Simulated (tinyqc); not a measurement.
Inside a calculation. Method: extended Hueckel theory, for N2-. The parameters take no account of the charge, which enters only through the electron count, and nothing here shows that the anion is bound. Computed by tinyqc, a small Python program that keeps every step (integrals from PySCF). Settings: charge = -1, K = 1.5, multiplicity = 2. Command: `OMP_NUM_THREADS=1 python tinyqc.py 25621 25622 out.jsonl` (the two numbers bound the seeds that draw the settings). One thread of a shared host (Intel(R) Xeon(R) Processor @ 2.60GHz), about 0.01 s of CPU time with the checks.

## Overlaps

Geometry (angstrom):
```
atom        x        y        z
N     0.00000  0.00000  0.00000
N     0.00000  0.00000  1.21500
```

Parameters chosen for this run:
```
element  shell  Slater exponent  H_ii (eV)
N           2s          1.95000  -26.00000
N           2p          1.95000  -13.40000
```

Slater orbitals, each expanded in six Gaussians scaled to its exponent.

overlap S:
```
           1N 2s   1N 2px   1N 2py    1N 2pz    2N 2s   2N 2px   2N 2py    2N 2pz
1N 2s    1.00000  0.00000  0.00000   0.00000  0.37830  0.00000  0.00000  -0.39364
1N 2px   0.00000  1.00000  0.00000   0.00000  0.00000  0.22137  0.00000   0.00000
1N 2py   0.00000  0.00000  1.00000   0.00000  0.00000  0.00000  0.22137   0.00000
1N 2pz   0.00000  0.00000  0.00000   1.00000  0.39364  0.00000  0.00000  -0.33261
2N 2s    0.37830  0.00000  0.00000   0.39364  1.00000  0.00000  0.00000   0.00000
2N 2px   0.00000  0.22137  0.00000   0.00000  0.00000  1.00000  0.00000   0.00000
2N 2py   0.00000  0.00000  0.22137   0.00000  0.00000  0.00000  1.00000   0.00000
2N 2pz  -0.39364  0.00000  0.00000  -0.33261  0.00000  0.00000  0.00000   1.00000
```

## Wolfsberg-Helmholz matrix

diagonal H_ii (eV): 1N 2s -26.00000, 1N 2px -13.40000, 1N 2py -13.40000, 1N 2pz -13.40000, 2N 2s -26.00000, 2N 2px -13.40000, 2N 2py -13.40000, 2N 2pz -13.40000

K = 1.50000

H_ij = K' S_ij (H_ii + H_jj)/2 for i != j (the diagonal keeps H_ii), with K' = 1.5.

H (eV):
```
            1N 2s     1N 2px     1N 2py     1N 2pz      2N 2s     2N 2px     2N 2py     2N 2pz
1N 2s   -26.00000    0.00000    0.00000    0.00000  -14.75384    0.00000    0.00000   11.63210
1N 2px    0.00000  -13.40000    0.00000    0.00000    0.00000   -4.44959    0.00000    0.00000
1N 2py    0.00000    0.00000  -13.40000    0.00000    0.00000    0.00000   -4.44959    0.00000
1N 2pz    0.00000    0.00000    0.00000  -13.40000  -11.63210    0.00000    0.00000    6.68540
2N 2s   -14.75384    0.00000    0.00000  -11.63210  -26.00000    0.00000    0.00000    0.00000
2N 2px    0.00000   -4.44959    0.00000    0.00000    0.00000  -13.40000    0.00000    0.00000
2N 2py    0.00000    0.00000   -4.44959    0.00000    0.00000    0.00000  -13.40000    0.00000
2N 2pz   11.63210    0.00000    0.00000    6.68540    0.00000    0.00000    0.00000  -13.40000
```

## Orbitals

valence electrons = 11

Solve H C = S C e through S^(-1/2); fill by pairs from the bottom, a degenerate level sharing its electrons equally; each orbital has its largest coefficient positive (the first on a tie).

orbital energies (eV): -29.56812  -20.77418  -14.61437  -14.61437  -13.74000  -11.49511  -11.49511  11.07163

occupations: 2.00000  2.00000  2.00000  2.00000  2.00000  0.50000  0.50000  0.00000

coefficients:
```
             MO1       MO2       MO3      MO4       MO5       MO6       MO7       MO8
1N 2s    0.60236   0.65714   0.00000  0.00000  -0.18261   0.00000   0.00000   0.92293
1N 2px   0.00000   0.00000  -0.08660  0.63394   0.00000   0.58535  -0.54728   0.00000
1N 2py   0.00000   0.00000   0.63394  0.08660   0.00000   0.54728   0.58535   0.00000
1N 2pz  -0.00022  -0.31750   0.00000  0.00000   0.64014   0.00000   0.00000   1.04639
2N 2s    0.60236  -0.65714   0.00000  0.00000  -0.18261   0.00000   0.00000  -0.92293
2N 2px   0.00000   0.00000  -0.08660  0.63394   0.00000  -0.58535   0.54728   0.00000
2N 2py   0.00000   0.00000   0.63394  0.08660   0.00000  -0.54728  -0.58535   0.00000
2N 2pz   0.00022  -0.31750   0.00000  0.00000  -0.64014   0.00000   0.00000   1.04639
```

sum of one-electron energies = -198.11718 eV

Within a degenerate level the vectors are fixed only up to a rotation; this is one choice.

## Mulliken analysis

P = C n C^T; charge = valence electrons (N 5) minus the sum of (P S)_ii on the atom; overlap population = 2 sum P_ij S_ij between two atoms.

charges: 1N -0.50000, 2N -0.50000

Overlap populations:
```
pair     value
2-1   1.086304
```
